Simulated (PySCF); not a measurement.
Compound: 2-butynedinitrile, C4N2.
Bonds: N1–C2 (triple), C2–C3, C3–C4 (triple), C4–C5, C5–N6 (triple).

A GFN2-xTB structure was refined with PBE0-D3(BJ)/def2-SVP geometry optimisation, gas phase in PySCF 2.14.0. Its GFN2-xTB values:

```csv
coordinate,GFN2-xTB
N1≡C2,1.149 Å
C2–C3,1.359 Å
C3≡C4,1.215 Å
C5≡N6,1.149 Å
N1–C2–C3,180.0°
C2–C3–C4,179.9°
```

**Question.** How do these coordinates change at the PBE0-D3(BJ)/def2-SVP level?

**Answer.** 
| coordinate | PBE0-D3(BJ)/def2-SVP (Å or °) | change |
| --- | --- | --- |
| C5≡N6 | 1.163 | +0.014 |
| N1≡C2 | 1.163 | +0.014 |
| C2–C3 | 1.372 | +0.013 |
| C3≡C4 | 1.218 | +0.003 |
| N1–C2–C3 | 180.0 | 0.0 |
| C2–C3–C4 | 179.9 | 0.0 |

The energy falls by 0.78 kcal/mol over 3 energy and gradient evaluations, the largest force component goes from 0.0346 to 1.1e-04 Eh/bohr, and the atoms move by 0.018 Å rms after alignment. Among the bonds, N1≡C2, C2–C3, C4–C5 and C5≡N6 change most and about equally (+0.013 to +0.014 Å). Bonds longer at the end by more than 0.005 Å: 4 of 5; shorter: 0.

The run used 84 basis functions and 20 SCF cycles in all. Time: 5.7 s of wall time. Hardware: one thread, Arm Neoverse V1, on a shared host.

Whether it is a minimum is left open (no frequencies).
